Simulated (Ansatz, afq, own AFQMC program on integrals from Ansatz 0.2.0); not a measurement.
Two steps: Ansatz 0.2.0 writes the Fock matrix and Cholesky factors of the valence space, and afq projects on them the lowest state that overlaps trial and start.

```yaml
crystal:
  periodic: [false, false, false]
  atoms:
    - {symbol: Al, position_ang: [0.000000, 0.074413, -0.095633]}
    - {symbol: H, position_ang: [0.000000, -1.372409, -0.753982]}
    - {symbol: H, position_ang: [0.420650, -0.309773, 1.656991]}
    - {symbol: H, position_ang: [-0.420650, -0.309773, 1.656991]}
basis:
  gaussian: {orbitals: 6-31G}
magnetization: {spin_polarized: true, initial_magnetization: 2}
correlation: {method: ccsd_t, electrons: outside_noble_gas, hamiltonian_folder: ham}
```

```sh
$ ansatz run in.yaml --threads 1 --pin off --events-out ev --progress --plain --max-ram 16896MiB --backend cuda --devices 0, --max-vram 18GiB
```

afq runs on the folder ham with

```
--method phaseless --trial cisd --walkers 4000 --populations 20 --least-time 60 --time-step 0.005 --steps-per-block 50 --equilibration-blocks 28 --max-blocks 4000 --target-error 0.00015 --factor-cut 1e-05 --start spin_pure --seed 9065 --release-times 0.24,0.51,0.99,1.62,2.4 --release-step 0.03 --release-every 3 --taylor-order 6
```

Times are imaginary, in 1/Eh. The walk had a cap of 122 s. With eight or more populations the least sampling time is a fifth of least-time, and the error comes from their spread.

afq prints:

```
orbitals 14  electrons 4 2  factors 82 of 234
reference energy -243.49618311 Eh
CCSD correlation -0.05659881 Eh in 11 cycles, weight of the determinant in the CISD state 0.9516
energy of the start -243.552776 Eh
 block  time / (1/Eh)  mean weight  energy / Eh
     1     0.250  1.0000  -243.552602
     2     0.500  1.0000  -243.552657
     3     0.750  1.0000  -243.552769
     4     1.000  0.9999  -243.552894
     5     1.250  1.0000  -243.553001
     8     2.000  1.0000  -243.553297
    11     2.750  1.0000  -243.553419
    14     3.500  0.9999  -243.553518
    17     4.250  1.0000  -243.553586
    20     5.000  0.9999  -243.553561
    23     5.750  0.9999  -243.553621
    24     6.000  1.0000  -243.553518
    26     6.500  1.0000  -243.553585
    29     7.250  1.0000  -243.553610
    32     8.000  1.0000  -243.553554
    35     8.750  1.0000  -243.553593
    38     9.500  1.0000  -243.553664
    41    10.250  0.9998  -243.553577
    44    11.000  1.0000  -243.553592
    47    11.750  0.9999  -243.553721
    50    12.500  0.9999  -243.553795
    53    13.250  0.9999  -243.553531
    56    14.000  0.9999  -243.553728
    59    14.750  1.0000  -243.553699
    62    15.500  1.0000  -243.553694
    65    16.250  1.0000  -243.553630
    68    17.000  0.9999  -243.553629
    71    17.750  1.0001  -243.553599
    74    18.500  1.0000  -243.553588
    77    19.250  0.9999  -243.553610
    78    19.500  0.9998  -243.553675
error from the spread of 20 populations
released: time / (1/Eh)  energy / Eh  error  mean overlap
  0.24  -243.553631  0.000017  0.9998
  0.51  -243.553628  0.000014  1.0016
  0.99  -243.553656  0.000010  1.0006
  1.62  -243.553654  0.000008  1.0024
  2.40  -243.553669  0.000009  1.0039
energy -243.553630 +/- 0.000023 Eh
(rows thinned)
```

The run passed its tests (sampling time, drift between the halves within three errors, error under three times the target), which doesn't prove that it has relaxed.

Against this walk (error 0.6 meV) on the same determinant: CCSD(T) 6.8 meV higher, CCSDT(Q) 1.3 meV lower, CCSDTQ 1.4 meV lower, full CI 1.4 meV lower. The error is statistical and leaves out the bias of the constraint. Released to 2.40 1/Eh the energy moves by -1.1 ± 0.7 meV (both errors), within twice the noise.

Cautions: constraint bias not in the error; lower spins were not checked.

The walk took 25 s on 1 × NVIDIA H100 80GB HBM3 with 2 threads of AMD EPYC 7R13 Processor (Zen 3) (shared host) (the card was shared). The log's last line is the phaseless energy.

CCSDT and higher add their correlation energy to the determinant of the CCSD(T) run, since their own runs factorise the integrals more tightly (a shift of under 2 meV). A walk keeps the symmetry of its determinant, which the program's search chose and which needn't be the lowest solution, so a lower state of the same spin and another symmetry isn't excluded.
